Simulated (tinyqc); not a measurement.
Inside a calculation. Method: coupled-perturbed Hartree-Fock on RHF in the sto-3g basis, for H3O+, spin multiplicity 1. One step of it, computed by the program tinyqc.

Question. Response to a field: uncoupled start. Field along y; U_ai = -mu_ai / (e_a - e_i), alpha = -4 sum U_ai mu_ai.

orbital energies (hartree): MO1 -20.803563, MO2 -1.705784, MO3 -1.044874, MO4 -1.044818, MO5 -0.861900, MO6 0.031022, MO7 0.252037, MO8 0.252292

dipole integrals <a|y|i> (bohr):
```
          i1         i2        i3         i4        i5
a6  0.000000   0.000000  0.000000  -0.757103  0.000000
a7  0.052156  -0.112946  0.536029   0.000000  0.055952
a8  0.000000   0.000000  0.000000  -0.535155  0.000000
```

Give: uncoupled U; uncoupled polarisability.

Answer.

uncoupled U:
```
         i1      i2       i3      i4       i5
a6   0.0000  0.0000   0.0000  0.7037   0.0000
a7  -0.0025  0.0577  -0.4133  0.0000  -0.0502
a8   0.0000  0.0000   0.0000  0.4126   0.0000
```

uncoupled polarisability = 3.9384 bohr^3
